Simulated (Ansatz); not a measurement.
Question: Name a neutral molecule of C, O with ideal-gas entropy at 298 K and 1 bar (rigid rotor, harmonic PBE0-D4/def2-TZVP) between 208 and 224 J/(mol·K) and HOMO–LUMO gap (ωB97M-V/def2-TZVPP) between 15.20 and 15.50 eV (Ansatz, PBE0-D4/def2-TZVP geometry).

Answer: `O=C=O` (213 J/(mol·K), 15.42 eV). Other molecules can fit too; these were computed, each in one conformer that needn't be the lowest.
